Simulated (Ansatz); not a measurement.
C$_{3}$H$_{7}$N, SMILES `NC1CC1`, one more setting.

```yaml
crystal:
  periodic: [false, false, false]
  atoms:
    - {symbol: N, position_ang: [-1.155195, 0.933630, -0.443507]}
    - {symbol: C, position_ang: [0.174528, 0.469906, -0.057424]}
    - {symbol: C, position_ang: [0.245694, -0.636929, 0.927833]}
    - {symbol: C, position_ang: [0.609832, -0.845293, -0.527496]}
    - {symbol: H, position_ang: [-1.066710, 1.348936, -1.383208]}
    - {symbol: H, position_ang: [-1.507721, 1.610663, 0.223478]}
    - {symbol: H, position_ang: [0.974711, 1.211903, 0.056374]}
    - {symbol: H, position_ang: [1.043421, -0.583194, 1.708584]}
    - {symbol: H, position_ang: [-0.682008, -1.021029, 1.338148]}
    - {symbol: H, position_ang: [1.599314, -0.986288, -0.719053]}
    - {symbol: H, position_ang: [-0.110568, -1.392464, -1.087168]}
basis:
  gaussian: {orbitals: def2-TZVP}
total_charge: -1
magnetization: {spin_polarized: true, initial_magnetization: 1}
hamiltonian: {xc: {name: B2PLYP}}
output: {forces: true}
```

```sh
$ ansatz run in.yaml --threads 4 --pin off --events-out ev --progress --plain --max-ram 10444MiB
```

It prints (some lines left out):

```
Functional definition: B2PLYP
1143 factors; integrals over basis functions are off by at most 1.1e-3 eV
mean field evaluation 1: about -4699.4836 eV, gradient 2.3e1 eV
mean field evaluation 2: about -4699.6035 eV, gradient 2.3e1 eV
mean field evaluation 4: about -4702.0083 eV, gradient 2.5e0 eV
mean field evaluation 8: about -4702.0517 eV, gradient 1.2e-1 eV
mean field evaluation 16: about -4702.0532 eV, gradient 5.2e-3 eV
mean field evaluation 32: about -4702.0532 eV, gradient 7.8e-6 eV
a density is far from that of the atoms, so the factors are made again for it
1171 factors; integrals over basis functions are off by at most 1.1e-3 eV
mean field -4702.05310887 eV, -172.7972645850 hartree, gradient 9.0e-6 eV, S^2 0.751157; 7 other end points of the search recorded, 0 dependent functions left out
4 core orbitals not correlated: weight in the atoms' cores, before any rotation towards them, 1.000 or more for the frozen orbitals, at most 0.000 for the correlated occupied ones
reference -4702.05327201 eV, -172.7972705801 hartree; 13, 12 occupied and 149, 150 virtual orbitals, 1171 factors
second order -24.09325979 eV of doubles, -0.00000000 eV of singles
Total energy: -4708.55845215 eV, -173.0363315410 hartree
Atom 0 at    -1.155195     0.933630    -0.443507 Å, force     0.945539    -1.624776    -0.419404 eV/Å
Atom 1 at     0.174528     0.469906    -0.057424 Å, force    -0.982324     0.878058     0.464193 eV/Å
Atom 2 at     0.245694    -0.636929     0.927833 Å, force     0.266640     0.052100     1.158883 eV/Å
Atom 3 at     0.609832    -0.845293    -0.527496 Å, force    -2.412441    -0.134257     0.995164 eV/Å
Atom 4 at    -1.066710     1.348936    -1.383208 Å, force    -0.176233     0.643898    -0.126919 eV/Å
Atom 5 at    -1.507721     1.610663     0.223478 Å, force    -0.087713     0.957430     0.374867 eV/Å
Atom 6 at     0.974711     1.211903     0.056374 Å, force    -0.057493     0.217308    -0.124429 eV/Å
Atom 7 at     1.043421    -0.583194     1.708584 Å, force    -0.212251    -0.044610    -0.686922 eV/Å
Atom 8 at    -0.682008    -1.021029     1.338148 Å, force     0.045008    -0.056027    -0.316042 eV/Å
Atom 9 at     1.599314    -0.986288    -0.719053 Å, force     2.852027    -0.452660    -0.777504 eV/Å
Atom 10 at    -0.110568    -1.392464    -1.087168 Å, force    -0.180760    -0.436465    -0.541889 eV/Å
Dipole moment:     0.368787    -0.884506     0.171042 e Å
```

Run time 17 s (4 threads of an Arm Neoverse V2 on a shared host); peak host memory 0.88 GiB.
